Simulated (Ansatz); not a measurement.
C2H2O2S (`S=C1OCO1`), relaxed with RKS PBE0-D4/def2-TZVP in Ansatz 0.2.0 from a PBE-D4/def2-SVP geometry. The force threshold is 0.005 eV/Å; the program also tests the step.

Total charge 0; spin multiplicity 1.

Start:

```xyz
7

S    -1.269   -0.108    2.323
C    -0.498   -0.043    0.911
O    -0.926   -0.219   -0.387
C     0.428    0.037   -0.784
O     0.817    0.210    0.585
H     0.911   -0.841   -1.264
H     0.535    0.965   -1.385
```

Task: By how much does the energy fall, and how many steps does the optimiser take? (An estimate is asked.)

Result: Ansatz gave: 3.96 kJ/mol, in 4 steps.

Task: Which bonds change most? (Estimate.)

Result: Ansatz gave: C2–O5 from 1.379 to 1.359 Å; C2–O3 from 1.379 to 1.359 Å; C4–H7 from 1.111 to 1.091 Å; C4–H6 from 1.111 to 1.091 Å.

Task: Give the relaxed structure. (Best estimate.)

Result: Computed: 
```xyz
7

S    -1.255   -0.107    2.297
C    -0.491   -0.042    0.900
O    -0.915   -0.216   -0.380
C     0.427    0.037   -0.782
O     0.806    0.207    0.580
H     0.900   -0.830   -1.247
H     0.528    0.952   -1.367
```
